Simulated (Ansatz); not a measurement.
Rutile MnO2 was calculated with revPBE (Ansatz, an electronic-structure program, PAW).

Numerical settings: plane-wave cutoff 520 eV, 8×8×12 k mesh (along the axes of the cell as run), Fermi–Dirac smearing 0.01 eV, spin-polarised with opposed moments, scalar-relativistic PAW data made under PBE.

Results at a series of volumes:

```json
[
 {"V (Å³/atom)": "9.182", "E − E_lowest (meV/atom)": "10.82", "P (GPa)": "9.44"},
 {"V (Å³/atom)": "9.374", "E − E_lowest (meV/atom)": "2.59", "P (GPa)": "4.44"},
 {"V (Å³/atom)": "9.565", "E − E_lowest (meV/atom)": "0.00", "P (GPa)": "-0.01"},
 {"V (Å³/atom)": "9.756", "E − E_lowest (meV/atom)": "2.42", "P (GPa)": "-3.96"},
 {"V (Å³/atom)": "9.947", "E − E_lowest (meV/atom)": "9.28", "P (GPa)": "-7.45"}
]
```

Question: Estimate the bulk modulus and its pressure derivative from these points.

Answer: V0 = 9.564 Å³/atom, B0 = 209 GPa, B′ = 4.9 (fit to the energies at full precision).

Shape and atoms are relaxed at each volume.

Note: the gap of the solid is closed in this run; the collinear magnetic order is the start's and need not be the measured one; this level leaves the solid without a gap, although one is measured; the bulk modulus comes from volumes at which shape and atoms were relaxed.

Static lattice: no zero-point or thermal effects.
